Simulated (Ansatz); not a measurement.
## Rutile MnO2

All values below come from RPBE (Ansatz, a quantum-chemistry and plane-wave program, plane waves, PAW).

Run with plane-wave cutoff 520 eV, 8×8×12 k mesh (along the axes of the cell as run), Fermi–Dirac smearing 0.01 eV, spin-polarised with opposed moments, scalar-relativistic PAW data made under PBE.

Cell (measured lattice):

```
CELL_PARAMETERS angstrom
      4.39830     0.00000     0.00000
      0.00000     4.39830     0.00000
      0.00000     0.00000     2.87300
ATOMIC_POSITIONS crystal
  Mn 0.00000 0.00000 0.00000
  Mn 0.50000 0.50000 0.50000
  O  0.30465 0.30465 0.00000
  O  0.80465 0.19535 0.50000
  O  0.19535 0.80465 0.50000
  O  0.69535 0.69535 0.00000
```
Starting moments (μB, in the order of the record's atoms Mn Mn O O O O): 3.0 -3.0 0.0 0.0 0.0 0.0.

```json
{
  "band_gap": "zero (no gap)",
  "magnetic moment (largest site, within a sphere)": "2.26 μB"
}
```

Note: the gap of the solid is closed in this run; the collinear magnetic order is the start's and need not be the measured one; this level leaves the solid without a gap, although one is measured; cell and atoms aren't relaxed at this level (largest force component 0.05 eV/Å, pressure 9.1 GPa).

Moments are spin moments.

Computed values are for the static lattice.

The result took very roughly 2.7 core-minutes.
